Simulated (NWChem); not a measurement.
Species: butadiene (C$_{4}$H$_{6}$); SMILES C=CC=C

```xyz
10

C     -0.1182     1.8485     0.0000
C      0.3978     0.6108     0.0000
C     -0.3978    -0.6108     0.0000
C      0.1182    -1.8485     0.0000
H     -1.1930     2.0170     0.0000
H      0.5131     2.7320     0.0000
H      1.4805     0.4813     0.0000
H     -1.4805    -0.4813     0.0000
H     -0.5131    -2.7320     0.0000
H      1.1930    -2.0170     0.0000
```
Atoms are numbered in this order, from 1.

All runs: NWChem. Pople sets run with spherical d functions. All runs use the structure optimised with B3LYP/6-31G* (spherical d). Ions are spin-unrestricted doublets at the neutral geometry; other ion states weren't tried.

```json
[
 {"level": "B3LYP/STO-3G", "basis functions": "26", "vertical ionisation energy, ΔSCF (eV)": "7.56", "−ε(HOMO) (eV)": "4.72", "ΔSCF minus −ε(HOMO) (eV)": "2.84"},
 {"level": "B3LYP/3-21G", "basis functions": "48", "vertical ionisation energy, ΔSCF (eV)": "8.76", "−ε(HOMO) (eV)": "6.30", "ΔSCF minus −ε(HOMO) (eV)": "2.46"},
 {"level": "B3LYP/6-31G*", "basis functions": "68", "vertical ionisation energy, ΔSCF (eV)": "8.63", "−ε(HOMO) (eV)": "6.23", "ΔSCF minus −ε(HOMO) (eV)": "2.40"},
 {"level": "B3LYP/6-31+G*", "basis functions": "84", "vertical ionisation energy, ΔSCF (eV)": "8.82", "−ε(HOMO) (eV)": "6.53", "ΔSCF minus −ε(HOMO) (eV)": "2.29"},
 {"level": "B3LYP/6-311G**", "basis functions": "108", "vertical ionisation energy, ΔSCF (eV)": "8.84", "−ε(HOMO) (eV)": "6.51", "ΔSCF minus −ε(HOMO) (eV)": "2.33"},
 {"level": "B3LYP/6-311++G**", "basis functions": "130", "vertical ionisation energy, ΔSCF (eV)": "8.89", "−ε(HOMO) (eV)": "6.61", "ΔSCF minus −ε(HOMO) (eV)": "2.28"}
]
```
